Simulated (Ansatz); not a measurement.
Z-matrix (Å, degrees):
```
O
H 1 0.9766
```
Charge 0, spin multiplicity 2.

The numbers are results of frozen-core CCSD(T)/cc-pVTZ // B3LYP-D3(BJ)/def2-TZVP run with Ansatz (a program for electronic structure), not measurements.

The HF energy is -75.41897 Ha and the MP2 correlation energy is -0.19986 Ha.

**Question.** Estimate the CCSD correlation energy, the (T) correction, the total energy and the T1 diagnostic.

**Answer.** 
- CCSD correlation energy: -0.21361 Ha
- (T) correction: -0.00512 Ha
- CCSD(T) total energy: -75.63770 Ha
- T1 diagnostic: 0.007
